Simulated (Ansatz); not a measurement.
# SiH4 (SMILES [SiH4]): single points off equilibrium

One table from this session's results is given with a row withheld; the runs are named, their logs left out.

Method: single points in def2-TZVPP; program: Ansatz 0.2.0, Gaussian basis.

Cores are frozen in the correlated methods.

## The starting structure

SMILES `[SiH4]`, 5 atoms, charge 0, spin multiplicity 1.

Atoms are counted from 1 here; the program's logs count them from 0.

Bond lengths: Si1–H2 1.445 Å, Si1–H3 1.431 Å, Si1–H4 1.471 Å, Si1–H5 1.483 Å. Angles: H2–Si1–H3 111.3°, H2–Si1–H4 108.1°, H2–Si1–H5 109.0°, H3–Si1–H4 111.1°, H3–Si1–H5 109.3°, H4–Si1–H5 108.0°.

Coordinates:

```xyz
5
charge 0, multiplicity 1
Si   -0.01440   -0.01110    0.01690
H     0.95010   -0.67820    0.86170
H    -1.29510    0.06270    0.65020
H    -0.09350   -0.74720   -1.25450
H     0.46780    1.36030   -0.27580
```

The first run:

The input, run/in.yaml:

```yaml
crystal:
  periodic: [false, false, false]
  atoms:
    - {symbol: Si, position_ang: [-0.014400, -0.011100, 0.016900]}
    - {symbol: H, position_ang: [0.950100, -0.678200, 0.861700]}
    - {symbol: H, position_ang: [-1.295100, 0.062700, 0.650200]}
    - {symbol: H, position_ang: [-0.093500, -0.747200, -1.254500]}
    - {symbol: H, position_ang: [0.467800, 1.360300, -0.275800]}
basis:
  gaussian: {orbitals: def2-TZVPP}
correlation: {method: ccsd_t}
output: {forces: true}
```

No record of the launch command was kept for these runs.

Steps of the session up to this table: CCSD(T)/def2-TZVPP; PBE0-D4/def2-TZVPP; wB97M-V/def2-TZVPP; r2SCAN-D4/def2-TZVPP; PBE-D4/def2-TZVPP; B97M-V/def2-TZVPP; HSE06-D4/def2-TZVPP.

One table of the session follows, with a row left open; its other results are not shown here.

```
   method  RMS force component (eV/Å)  angle to CCSD(T) forces (°)  dipole (D)
  CCSD(T)                       0.426                    reference        0.15
  PBE0-D4                           ?                            ?           ?
  wB97M-V                       0.401                          4.7        0.15
r2SCAN-D4                       0.438                          3.4        0.14
   PBE-D4                       0.495                         12.7        0.13
   B97M-V                       0.401                          0.1        0.16
 HSE06-D4                       0.452                          5.5        0.14
```

**Question.** Estimate the row for PBE0-D4.

**Answer.** RMS force component (eV/Å): 0.452; angle to CCSD(T) forces (°): 5.4; dipole (D): 0.14.
